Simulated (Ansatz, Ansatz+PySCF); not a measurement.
**Stretching singlet P₂**

The P–P distance is varied.

Basis set: cc-pVDZ (spherical functions). Frozen core: 10 orbitals. Charge 0, multiplicity 1.

Computed with Ansatz (development build ahead of 0.2.0), each point on the determinant that the search for low states chose. Each curve is measured from its own lowest point listed. The RHF curve may step between solutions. The RHF-MP2 curve may step between solutions.

```json
{"r(P–P) (Å)": "1.740", "RHF (eV)": "0.456"}
{"r(P–P) (Å)": "1.889", "RHF (eV)": "0.000"}
{"r(P–P) (Å)": "1.933", "RHF (eV)": "0.082"}
{"r(P–P) (Å)": "1.945", "RHF (eV)": "0.117"}
{"r(P–P) (Å)": "2.042", "RHF (eV)": "0.558"}
{"r(P–P) (Å)": "5.673", "RHF (eV)": "10.517"}
```

(1) Give the RHF-MP2 curve at the same distances.

Results:

(1)

```
r (Å)  E (eV)
1.740   0.911
1.889   0.056
1.933   0.003
1.945   0.000
2.042   0.106
5.673   9.160
```

Caution at some points: in another basis set an unrestricted determinant lies well below; an unrestricted determinant lies well below; the determinant breaks the point group. Caution for RHF-MP2 at some points: large amplitudes, a single reference is doubtful; another reference gives a lower total.
